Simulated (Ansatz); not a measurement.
# Errors in the dipole moment

8 molecules; the dipole moment in D, computed less measured. Shapes, held fixed at every level: PBE0-D4/def2-TZVP. No vibrational averaging. Dipoles are compared by magnitude; molecules under 1 D, whose direction can flip, are left out. Programs: Ansatz 0.2.0. Measured values: NIST CCCBDB.

Levels: A = PBE-D4/def2-TZVPP; B = r2SCAN-D4/def2-TZVPP; C = B3LYP-D4/def2-TZVPP.

```
                 molecule  measured      A      B      C
   HCN (hydrogen cyanide)      2.98  -0.06  +0.04  +0.05
  SF2 (sulfur difluoride)      1.05  -0.15  -0.12  +0.07
      H2CO (formaldehyde)      2.33  -0.21  -0.10  -0.02
    CH3Cl (chloromethane)      1.87  -0.05  +0.05  +0.01
    C2H3Cl (SMILES C=CCl)      1.45  -0.19  -0.09  -0.10
  C2H3N (isocyanomethane)      3.85  +0.12  +0.12  +0.03
         C3H6S (thietane)      1.85  -0.01  +0.11  +0.03
C4H5N (SMILES c1cc[nH]c1)      1.84  +0.09  +0.10  +0.07
```

Q: Which level does best on this set, which worst, and which err to one side?

A: 
```tsv
level	kind	mean error	mean absolute error	worst case
PBE-D4/def2-TZVPP	GGA	-0.057	0.110	H2CO
r2SCAN-D4/def2-TZVPP	meta-GGA	+0.014	0.091	SF2
B3LYP-D4/def2-TZVPP	global hybrid	+0.018	0.048	C2H3Cl
```

On this set B3LYP-D4/def2-TZVPP has the smallest mean absolute error and PBE-D4/def2-TZVPP the largest. PBE-D4/def2-TZVPP is too low in 6 of 8; B3LYP-D4/def2-TZVPP is too high in 6 of 8. The tabulated value of C4H5N is in doubt (older tables, estimates, or at odds with other calculations) and kept here. Over the 7 molecules whose values aren't doubted the mean absolute errors are A 0.113; B 0.090; C 0.044. The largest two are near a tie. The set is small.
